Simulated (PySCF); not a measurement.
**fluoroethene: calculation against experiment**

**What was measured.**

From NIST CCCBDB Release 22 (SRD 101), experimental dipoles, for the gas: dipole moment (microwave Stark effect) 1.43 D.

The results are set against them at the end.

Fluoroethene, C2H3F.
Numbering: `[CH2:1]=[CH:2][F:3]` (hydrogens: H4, H5 on C1; H6 on C2)

Cartesian coordinates in Å at the GFN2-xTB level; atoms count from 1:
```xyz
6
C2H3F angstrom
C      0.6896   -0.1172   -0.0374
C     -0.6165    0.0270   -0.0022
F     -1.1954    1.1666    0.4061
H      1.1284   -1.0391   -0.3674
H      1.3491    0.6779    0.2618
H     -1.3520   -0.7132   -0.2826
```

Runs made with PySCF (gas phase, on this GFN2-xTB geometry; no spin–orbit coupling):

| level | job | basis functions | wall time |
| --- | --- | --- | --- |
| CAM-B3LYP/def2-SVPD | 8 singlets by full TDDFT, 3 Tamm–Dancoff triplets, polarisability | 87 | 2.9 s |

Hardware: an Arm Neoverse V2 with one thread (shared host).

**Comparison with experiment**

**Dipole moment.** Measured: 1.43 D (NIST CCCBDB Release 22 (SRD 101), experimental dipoles).

| level | computed (D) | computed − measured (D) | % (from the printed values) |
| --- | --- | --- | --- |
| CAM-B3LYP/def2-SVPD | 1.50 | +0.07 | +5 |

The computed dipoles belong to one fixed geometry; measured ones are averaged over vibrations unless marked μe. Magnitudes are compared, not signs.

No measured geometry was used, and the causes of the misses weren't examined.
